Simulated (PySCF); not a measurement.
## Reproducing measurements on oxygen difluoride

**Experimental background.**

NIST CCCBDB Release 22 (SRD 101), experimental dipoles lists, for the gas: dipole moment (microwave Stark effect) 0.297 D.

How close the calculation comes is told at the end.

Oxygen difluoride, OF₂.
Atom-mapped SMILES: `[F:1][O:2][F:3]`

Geometry (GFN2-xTB, Å), atoms numbered from 1 in this order:
```
atom  x, y, z in Å
F1    -1.086   -0.279   -0.002
O2     0.002    0.547   -0.012
F3     1.096   -0.271    0.001
```

Runs made with PySCF (gas phase, on this GFN2-xTB geometry; no spin–orbit coupling):

| level | job | basis functions | wall time |
| --- | --- | --- | --- |
| PBE0/def2-SVPD | 8 singlets by full TDDFT, 3 Tamm–Dancoff triplets, polarisability | 69 | 2.8 s |

Hardware: an Arm Neoverse N1 with one thread, shared host.

Results beside the measurements:

**Dipole moment.** Measured: 0.297 D (NIST CCCBDB Release 22 (SRD 101), experimental dipoles).

```json
{"level": "PBE0/def2-SVPD", "computed (D)": "0.212", "computed − measured (D)": "-0.085"}
```

The computed dipoles belong to one fixed geometry; measured ones are averaged over vibrations unless marked μe. Magnitudes are compared, not signs.

The geometry is computed, not the measured one. Where a level misses, the cause wasn't examined.
